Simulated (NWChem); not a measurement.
All runs are NWChem calculations. System: CH2O, charge 0, spin multiplicity 1, displaced from the optimised geometry. Level: RHF/cc-pVDZ, spin-restricted.

Input file:

```
start mol
memory heap 200 mb stack 900 mb global 1100 mb
geometry units angstroms nocenter noautoz noautosym
  C      0.000000     0.000000     0.522802
  O      0.000000     0.000000    -2.467375
  H     -0.944428     0.000000     1.124670
  H      0.944428     0.000000     1.124670
end
basis spherical
  * library cc-pvdz
end
scf
  rhf
  nopen 0
  maxiter 100
  thresh 1e-7
  semidirect memsize 60000000 filesize 0
end
task scf energy
```

NWChem printed:

```
             Northwest Computational Chemistry Package (NWChem) 7.3.0
             --------------------------------------------------------

                                NWChem Input Module
                                -------------------

 Scaling coordinates for geometry "geometry" by  1.889725989
 (inverse scale =  0.529177249)

                             Geometry "geometry" -> ""
                             -------------------------

 Output coordinates in angstroms (scale by  1.889725989 to convert to a.u.)

  No.       Tag          Charge          X              Y              Z
 ---- ---------------- ---------- -------------- -------------- --------------
    1 C                    6.0000     0.00000000     0.00000000     0.52280200
    2 O                    8.0000     0.00000000     0.00000000    -2.46737500
    3 H                    1.0000    -0.94442800     0.00000000     1.12467000
    4 H                    1.0000     0.94442800     0.00000000     1.12467000

 Effective nuclear repulsion energy (a.u.)      16.7246710507

            Nuclear Dipole moment (a.u.)
            ----------------------------
        X                 Y               Z
 ---------------- ---------------- ----------------
     0.0000000000     0.0000000000   -27.1229498757


 Summary of "ao basis" -> "" (spherical)
 ------------------------------------------------------------------------------
       Tag                 Description            Shells   Functions and Types
 ---------------- ------------------------------  ------  ---------------------
 *                          cc-pvdz                   on all atoms

 Summary of "ao basis" -> "ao basis" (spherical)
 ------------------------------------------------------------------------------
       Tag                 Description            Shells   Functions and Types
 ---------------- ------------------------------  ------  ---------------------
 C                          cc-pvdz                  6       14   3s2p1d
 O                          cc-pvdz                  6       14   3s2p1d
 H                          cc-pvdz                  3        5   2s1p

                                 NWChem SCF Module
                                 -----------------

  ao basis        = "ao basis"
  functions       =    38
  atoms           =     4
  closed shells   =     8
  open shells     =     0
  charge          =   0.00
  wavefunction    = RHF
  use symmetry    = F
  symmetry adapt  = F

 Summary of "ao basis" -> "ao basis" (spherical)
 ------------------------------------------------------------------------------
       Tag                 Description            Shells   Functions and Types
 ---------------- ------------------------------  ------  ---------------------
 C                          cc-pvdz                  6       14   3s2p1d
 O                          cc-pvdz                  6       14   3s2p1d
 H                          cc-pvdz                  3        5   2s1p

 Forming initial guess at       0.1s

      Superposition of Atomic Density Guess
      -------------------------------------

 Sum of atomic energies:        -113.42837521

      Non-variational initial energy
      ------------------------------

 Total energy =    -112.954906
 1-e energy   =    -187.675086
 2-e energy   =      57.995508
 HOMO         =      -0.364700
 LUMO         =      -0.211347

 Starting SCF solution at       0.2s

 ----------------------------------------------
         Quadratically convergent ROHF

 Convergence threshold     :          1.000E-07
 Maximum no. of iterations :          100
 Final Fock-matrix accuracy:          1.000E-09
 ----------------------------------------------

              iter       energy          gnorm     gmax       time
             ----- ------------------- --------- --------- --------
                 1     -112.3518016537  2.61D+00  1.03D+00      0.2
                 2     -113.1859016553  1.62D+00  8.07D-01      0.2
                 3     -113.4705993024  9.02D-01  3.67D-01      0.2
                 4     -113.5370100405  4.36D-01  2.03D-01      0.2
                 5     -113.5504267148  9.26D-02  5.71D-02      0.2
                 6     -113.5513193845  4.01D-03  1.71D-03      0.2
                 7     -113.5513219188  7.09D-06  2.77D-06      0.2
                 8     -113.5513219188  6.14D-09  2.91D-09      0.2

       Final RHF  results
       ------------------

         Total SCF energy =   -113.551321918847
      One-electron energy =   -188.327723974853
      Two-electron energy =     58.051731005338
 Nuclear repulsion energy =     16.724671050669

        Time for solution =      0.0s

             Final eigenvalues
             -----------------

              1
    1  -20.6589
    2  -11.3112
    3   -1.2114
    4   -0.8888
    5   -0.5915
    6   -0.5314
    7   -0.5313
    8   -0.3875
    9    0.0518
   10    0.0519
   11    0.1906
   12    0.2494
   13    0.6069
   14    0.6594
   15    0.7257
   16    0.7337
   17    0.8547
   18    0.9804

                       ROHF Final Molecular Orbital Analysis
                       -------------------------------------

 Vector    6  Occ=2.000000D+00  E=-5.314365D-01
              MO Center= -1.1D-16,  3.4D-16, -2.5D+00, r^2= 5.5D-01
   Bfn.  Coefficient  Atom+Function         Bfn.  Coefficient  Atom+Function
  ----- ------------  ---------------      ----- ------------  ---------------
    19      0.674548  2 O  py                22      0.473512  2 O  py

 Vector    7  Occ=2.000000D+00  E=-5.312552D-01
              MO Center=  7.3D-18,  7.1D-18, -2.5D+00, r^2= 5.7D-01
   Bfn.  Coefficient  Atom+Function         Bfn.  Coefficient  Atom+Function
  ----- ------------  ---------------      ----- ------------  ---------------
    18      0.674334  2 O  px                21      0.473028  2 O  px

 Vector    8  Occ=2.000000D+00  E=-3.874724D-01
              MO Center= -6.2D-16,  4.1D-15,  2.5D-01, r^2= 1.2D+00
   Bfn.  Coefficient  Atom+Function         Bfn.  Coefficient  Atom+Function
  ----- ------------  ---------------      ----- ------------  ---------------
     6      0.508916  1 C  pz                 9      0.408940  1 C  pz
     3     -0.374909  1 C  s                  2     -0.181786  1 C  s

 Vector    9  Occ=0.000000D+00  E= 5.175977D-02
              MO Center= -5.9D-16,  2.0D-14, -2.4D+00, r^2= 1.1D+00
   Bfn.  Coefficient  Atom+Function         Bfn.  Coefficient  Atom+Function
  ----- ------------  ---------------      ----- ------------  ---------------
    23      0.591957  2 O  pz                20      0.542413  2 O  pz
     3     -0.214522  1 C  s

 Vector   10  Occ=0.000000D+00  E= 5.186187D-02
              MO Center= -6.3D-16, -2.8D-14,  5.5D-01, r^2= 1.5D+00
   Bfn.  Coefficient  Atom+Function         Bfn.  Coefficient  Atom+Function
  ----- ------------  ---------------      ----- ------------  ---------------
     8      0.681877  1 C  py                 5      0.441040  1 C  py

 Vector   11  Occ=0.000000D+00  E= 1.906453D-01
              MO Center= -5.2D-13, -1.9D-15,  1.2D+00, r^2= 4.2D+00
   Bfn.  Coefficient  Atom+Function         Bfn.  Coefficient  Atom+Function
  ----- ------------  ---------------      ----- ------------  ---------------
     3      1.789757  1 C  s                 30     -1.338774  3 H  s
    35     -1.338774  4 H  s                  9      0.657162  1 C  pz
     6      0.209387  1 C  pz

 center of mass
 --------------
 x =   0.00000000 y =   0.00000000 z =  -1.94729928

 moments of inertia (a.u.)
 ------------------
         254.754080399739           0.000000000000           0.000000000000
           0.000000000000         261.174309166127           0.000000000000
           0.000000000000           0.000000000000           6.420228766388

  Mulliken analysis of the total density
  --------------------------------------

    Atom       Charge   Shell Charges
 -----------   ------   -------------------------------------------------------
    1 C    6     6.15   2.00  0.77  0.80  1.57  0.98  0.03
    2 O    8     8.03   2.00  0.94  1.06  2.47  1.56  0.00
    3 H    1     0.91   0.73  0.15  0.03
    4 H    1     0.91   0.73  0.15  0.03

       Multipole analysis of the density wrt the origin
       ------------------------------------------------

     L   x y z        total         open         nuclear
     -   - - -        -----         ----         -------
     0   0 0 0     -0.000000      0.000000     16.000000

     1   1 0 0     -0.000000      0.000000      0.000000
     1   0 1 0     -0.000000      0.000000      0.000000
     1   0 0 1      0.958578      0.000000    -27.122950

     2   2 0 0     -9.024436      0.000000      6.370381
     2   1 1 0      0.000000      0.000000      0.000000
     2   1 0 1     -0.000000      0.000000      0.000000
     2   0 2 0     -8.787243      0.000000      0.000000
     2   0 1 1      0.000000      0.000000      0.000000
     2   0 0 2     -8.616995      0.000000    188.813640

 Task  times  cpu:        0.2s     wall:        0.2s

 Total times  cpu:        0.2s     wall:        0.2s
```
